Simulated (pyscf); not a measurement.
Thermochemistry of product channels of PH (SMILES [PH]) [triplet] + GaH₃ (SMILES [GaH3]) on the triplet surface, in kJ/mol, from ωB97M-D3(BJ)/def2-TZVP energies (ideal gas, 1 atm, RRHO with modes under 100 cm⁻¹ raised to 100, one conformer, R ln 2 for rigid chiral ones). Structures and frequencies: ωB97X-D3(BJ)/def2-SVP in PySCF.

```csv
products,ΔE,ΔH(298 K),ΔG(900 K),ΔG(1200 K)
:P–GaH₂ (SMILES [P][GaH2]) [triplet] + H₂ (SMILES [H][H]),-27.4,-27.1,-23.7,-24.1
PH₃ (SMILES P) + GaH (SMILES [GaH]) [triplet],+35.2,+44.8,+43.6,+44.4
PH₂• (SMILES [PH2]) + GaH₂• (SMILES [GaH2]),+10.8,+10.5,-9.4,-15.0
```

These are energies of the channels, which say nothing of barriers. :P–GaH₂ [triplet] lies 190.9 kJ/mol over its isomer H₂P–Ga [singlet], and others may lie lower still (electronic energy, ωB97M-D3(BJ)). GaH [triplet] is an excited spin state, 214.1 kJ/mol over the singlet at ωB97X-D3(BJ). The term symbol of open-shell GaH was not checked; spin-orbit terms and orbital degeneracy are left out. Elements up to Kr have no core potential and no relativistic terms here.
